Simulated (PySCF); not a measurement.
# How good is the calculation?

Structure with atom numbers: `[O:1]=[PH3:2]` (H(Xn): hydrogen on atom n).

Published values to compare with: δ 31P P2 -13.9 ppm (measured; solution, H2O; S. K. Latypov et al., Phys. Chem. Chem. Phys. 2015 (author manuscript)).
δ 17O O1 -10.6; δ 31P P2 196.2 ppm (CCSD(T)/cc-pVQZ; gas (isolated, no vibration); M. Maurer, PhD thesis, LMU Munich (Maurer, Ochsenfeld, JCTC 2015 SI; set of Flaig et al., JCTC 2014, 10, 572)).

- shieldings: GIAO B97-2/pcSseg-2
- geometry: PBE0-D3(BJ)/def2-TZVP
- code: PySCF
- equivalent nuclei averaged, single conformer, non-relativistic Hamiltonian, gas phase

(1) What does the calculation give, and how does it compare?

(2) How far are the unscaled 31P shifts from the references?

Answers

(1) 
Reference values: measured (solution, H2O; S. K. Latypov et al., Phys. Chem. Chem. Phys. 2015 (author manuscript)).
| atoms | quantity | reference | computed | computed, scaled |
| --- | --- | --- | --- | --- |
| P2 | δ 31P vs 85 % H3PO4 | -13.9 | -56.9 | -55.0 |

Reference values: CCSD(T)/cc-pVQZ (gas (isolated, no vibration); M. Maurer, PhD thesis, LMU Munich (Maurer, Ochsenfeld, JCTC 2015 SI; set of Flaig et al., JCTC 2014, 10, 572)).
```tsv
atoms	quantity	reference	computed
O1	δ 17O vs H2O (same level)	-10.6	9.8
P2	δ 31P vs PH3 (same level)	196.2	202.3
```

Computed shifts are σ(ref) − σ with the named reference compound (TMS for H and C) calculated as an isolated molecule at the same level. The measured values may be among those fitted. Shieldings were converted by a linear fit to measured shifts: 31P: δ = 288.49 − 0.918σ (rms 17.1 ppm, 39 shifts vs H3PO4, solution or neat liquid); 17O: δ = 275.01 − 0.945σ (rms 12.8 ppm, 79 shifts vs liquid water, solution or neat liquid). A few per cent of atoms miss by over 2 rms, more outside the fitted compound classes.

(2) Mean signed difference -18.45 ppm, mean absolute 24.55 ppm over 2 comparisons; the largest is -43.0 ppm at P2 (phosphorus bonded to O, 3 H).

3 of the 4 published NMR values on file for this molecule are compared. The rest: other calculations.
